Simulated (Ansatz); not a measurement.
# CH4NS: the cost of one run

Program: Ansatz 0.2.0. Level of theory: UKS PBE-D4/def2-SVP. These are calculated values, not measurements.

## Step 1: The starting structure

Bond lengths: C1–N2 1.263 Å, C1–H4 1.082 Å, C1–H5 1.101 Å, N2–H6 1.013 Å, S3–H7 1.331 Å. Angles: C1–N2–H6 119.3°, N2–C1–H4 117.4°, N2–C1–H5 123.6°, H4–C1–H5 115.7°.

Structure file:

```xyz
7

C     0.2490   -0.5045    0.0929
N     0.1512   -0.8009    1.3166
S    -0.9584    1.3772   -0.5977
H    -0.1952   -1.1854   -0.6206
H     1.0168    0.1746   -0.3099
H     0.5379   -0.1727    2.0107
H    -0.8012    1.1118   -1.8920
```

## Step 2: A restrained relaxation towards end A

Springs on the bonds that form and break draw the guess towards this end; the thresholds are loose.

input.yaml reads:

```yaml
crystal:
  periodic: [false, false, false]
  atoms:
    - { symbol: C, position_ang: [0.249, -0.5045, 0.0929] }
    - { symbol: "N", position_ang: [0.1512, -0.8009, 1.3166] }
    - { symbol: S, position_ang: [-0.9584, 1.3772, -0.5977] }
    - { symbol: H, position_ang: [-0.1952, -1.1854, -0.6206] }
    - { symbol: H, position_ang: [1.0168, 0.1746, -0.3099] }
    - { symbol: H, position_ang: [0.5379, -0.1727, 2.0107] }
    - { symbol: H, position_ang: [-0.8012, 1.1118, -1.892] }
magnetization:
  spin_polarized: true
  initial_magnetization: 1
basis:
  gaussian: { orbitals: def2-SVP }
hamiltonian:
  xc: pbe
  dispersion: d4
relax:
  f_tol: 0.15
  max_steps: 25
  restrain: [{ distance: [0, 2], at: 3.11, k: 30.0 }]
```

Command:

```console
ansatz run input.yaml --threads 2 --pin off --max-ram 3072MiB --backend cpu --events-out ev --progress --plain --runs-dir out
```

**Question.** How long does this run take on 2 threads of Arm Neoverse V2, shared host, and how much memory does it need?

About 27 s, with a peak of 0.15 GiB.
